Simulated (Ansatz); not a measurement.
Molecule: triplet silylene, SiH₂, net charge 0, triplet state. This is an excited triplet: at this geometry the singlet lies 0.46 eV lower at CCSD(T)/CBS(aug-cc-pV(T+d)Z,aug-cc-pV(Q+d)Z). 
Coordinates optimised at B3LYP-D3(BJ)/def2-TZVP (Ansatz, a program for electronic structure):
```xyz
3

Si     0.0022    -0.0010     0.0949
H      0.0026     1.2826    -0.6513
H     -0.0339    -1.2684    -0.6777
```
Charge 0, spin multiplicity 3.

Basis-set convergence of Hartree-Fock and CCSD(T) correlation energies (hartree) with Ansatz. Correlated levels leave the core frozen unless marked. UHF or UKS for open shells. Spin-orbit coupling is left out. No relativistic terms.

```
basis       functions       E(HF)  E(corr, CCSD(T))
----------  ---------  ----------  ----------------
def2-SVP           28  -289.91873          -0.09438
def2-TZVPP         70  -290.01984          -0.11537
def2-QZVPP        130  -290.02859          -0.12065
```

Extrapolating the two largest sets (X = 3 and 4) as X^-3: E(corr) = (64·(-0.12065) - 27·(-0.11537))/37 = -0.1245 Eh, an estimate of the basis-set limit. The largest set recovers 96.9 % of it, the smallest 75.8 %.
